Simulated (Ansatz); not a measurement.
Two isomers of C3H5NO: A = `COCC#N`, B = `COC1=NC1`.

Isolated molecules relaxed with PBE0-D4/def2-TZVP in Ansatz; ΔE leaves out vibrations. CCSD(T)/CBS adds triple-zeta CCSD(T) − MP2 to the extrapolated MP2 energy (def2 sets, frozen cores). This one scheme is used for every species. DFT in def2-TZVPP. B3LYP here is the variant with VWN-RPA as its local correlation; programs differ in this. Each species was taken in one conformer, which may not be the lowest.

A:

```xyz
10

C    -0.754   -0.768   -0.838
O     0.615   -0.519   -0.611
C     0.865    0.108    0.607
C     0.320    1.472    0.674
N    -0.119    2.533    0.717
H    -1.176   -1.404   -0.049
H    -0.825   -1.286   -1.793
H    -1.329    0.164   -0.891
H     0.453   -0.461    1.453
H     1.949    0.162    0.732
```

B:

Z-matrix (Å, degrees):
```
C
O 1 1.433
H 1 1.091 2 110.1
H 1 1.087 2 106.1 3 119.6
H 1 1.091 2 110.1 3 -120.8
C 2 1.306 1 113.3 3 60.6
C 6 1.422 2 147.1 1 180.0
N 6 1.249 2 141.9 1 0.0
H 7 1.087 6 120.8 2 80.2
H 7 1.087 6 120.8 2 -80.1
```

Q: Which is lower in electronic energy at CCSD(T)/CBS, and by how much? (Best estimate.)

A: The calculation gave: A, by 129.3 kJ/mol.

Q: Give E(B) − E(A) in kJ/mol with LDA (SPW92), B3LYP, MP2/def2-TZVPP, PBE0-D4, CCSD(T)/def2-TZVPP, CCSD/def2-TZVPP, CCSD(T)/def2-SVP. (Estimate.)

A: Computed: LDA (SPW92) 81.9, B3LYP 122.9, MP2/def2-TZVPP 130.6, PBE0-D4 103.0, CCSD(T)/def2-TZVPP 132.2, CCSD/def2-TZVPP 137.0, CCSD(T)/def2-SVP 131.2. None reverses the order clearly.

Q: Does the order hold for the free energy at 298.15 K (harmonic terms from PBE0-D4)? (Estimate.)

A: The calculation gave: Yes: G(B) − G(A) = +130.3 kJ/mol, for one conformer each.

Largest T1 diagnostic: 0.013.

In def2-TZVPP, CCSD(T) changes the Hartree–Fock value by −20.5 kJ/mol (the triples alone add −4.8 kJ/mol) and MP2 by −22.2 kJ/mol. Leaving LDA and LC-ωPBE aside and taking each functional with its dispersion term where it has one, the values, not all of them listed here, spread over 32.8 kJ/mol, from PBE-D4 to BHLYP-D4. LDA lies −16.1 kJ/mol from PBE without D4.
